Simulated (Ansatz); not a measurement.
Input file:

```yaml
crystal:
  periodic: [false, false, false]
  atoms:
    - {symbol: As, position_ang: [0.000000, 0.000000, 0.000000]}
    - {symbol: H, position_ang: [0.270354, 0.980803, 1.322816]}
    - {symbol: H, position_ang: [-0.957546, -1.069929, 0.850450]}
    - {symbol: H, position_ang: [0.157024, 1.248386, -1.096259]}
    - {symbol: H, position_ang: [0.530168, -1.159260, -1.077008]}
basis:
  gaussian: {orbitals: aug-cc-pVTZ}
total_charge: -1
magnetization: {spin_polarized: true, initial_magnetization: 2}
correlation: {method: ccsdt_q, electrons: outside_noble_gas}
```

```sh
$ ansatz run in.yaml --threads 2 --pin off --events-out ev --progress --plain --max-ram 24576MiB --backend cuda --devices 0, --max-vram 18GiB
```

The program prints:

```
1781 factors; integrals over basis functions are off by at most 1.5e-7 eV
mean field evaluation 1: about -60854.0565 eV, gradient 1.3e1 eV
mean field evaluation 2: about -60854.0598 eV, gradient 1.3e1 eV
mean field evaluation 4: about -60855.5526 eV, gradient 1.9e0 eV
mean field evaluation 8: about -60855.6235 eV, gradient 4.9e-3 eV
mean field evaluation 16: about -60855.5496 eV, gradient 1.9e0 eV
mean field evaluation 32: about -60854.6239 eV, gradient 1.2e0 eV
mean field evaluation 64: about -60854.3321 eV, gradient 1.6e-3 eV
mean field evaluation 96: about -60853.9794 eV, gradient 2.9e-2 eV
mean field evaluation 128: about -60853.8647 eV, gradient 4.1e-1 eV
mean field evaluation 160: about -60853.0760 eV, gradient 9.2e-1 eV
mean field evaluation 192: about -60853.0977 eV, gradient 3.5e-2 eV
mean field -60855.62352324 eV, -2236.4029150561 hartree, gradient 2.8e-6 eV, S^2 2.028279; 9 other end points of the search recorded, 0 dependent functions left out
determinant -60855.62352324 eV, -2236.4029150561 hartree, with singles and doubles -60861.97635776 eV, -2236.6363774186 hartree
determinant -60854.33207162 eV, -2236.3554550842 hartree, with singles and doubles -60860.43034365 eV, -2236.5795624479 hartree
determinant -60853.97939268 eV, -2236.3424943724 hartree, with singles and doubles -60860.22691407 eV, -2236.5720865486 hartree
determinant -60853.85201306 eV, -2236.3378132574 hartree, with singles and doubles -60859.98014644 eV, -2236.5630180055 hartree
determinant -60853.07851651 eV, -2236.3093877837 hartree, with singles and doubles -60859.29649126 eV, -2236.5378941410 hartree
14 core orbitals not correlated: weight in the atoms' cores, before any rotation towards them, 1.000 or more for the frozen orbitals, at most 0.000 for the correlated occupied ones
reference -60855.62352324 eV, -2236.4029150561 hartree; 6, 4 occupied and 131, 133 virtual orbitals, 1781 factors
second order -5.34145501 eV of doubles, -0.00000000 eV of singles
cycle   1  -5.91485921 eV  change   -5.7e-1 eV  update   8.7e-2
cycle   2  -6.36442632 eV  change   -4.5e-1 eV  update   4.1e-2
cycle   3  -6.52638250 eV  change   -1.6e-1 eV  update   2.2e-2
cycle   4  -6.49516668 eV  change    3.1e-2 eV  update   9.3e-3
cycle   5  -6.50471265 eV  change   -9.5e-3 eV  update   4.5e-3
cycle   6  -6.51122793 eV  change   -6.5e-3 eV  update   2.1e-3
cycle   7  -6.50798729 eV  change    3.2e-3 eV  update   9.3e-4
cycle   8  -6.50821825 eV  change   -2.3e-4 eV  update   4.8e-4
cycle   9  -6.50879041 eV  change   -5.7e-4 eV  update   1.9e-4
cycle  10  -6.50844927 eV  change    3.4e-4 eV  update   1.1e-4
cycle  11  -6.50861967 eV  change   -1.7e-4 eV  update   5.7e-5
cycle  12  -6.50857651 eV  change    4.3e-5 eV  update   2.6e-5
cycle  13  -6.50858971 eV  change   -1.3e-5 eV  update   1.5e-5
cycle  14  -6.50858836 eV  change    1.3e-6 eV  update   6.1e-6
cycle  15  -6.50858567 eV  change    2.7e-6 eV  update   2.9e-6
cycle  16  -6.50858393 eV  change    1.7e-6 eV  update   1.4e-6
cycle  17  -6.50858409 eV  change   -1.6e-7 eV  update   6.1e-7
perturbative correction -0.01361792 eV, -0.0005004494 hartree
Total energy: -60862.14572526 eV, -2236.6426015591 hartree
```

Ran on 2 threads of AMD EPYC 7R13 with a shared H100 80 GB, shared host: 2 min wall, 1.4 GiB peak host memory.
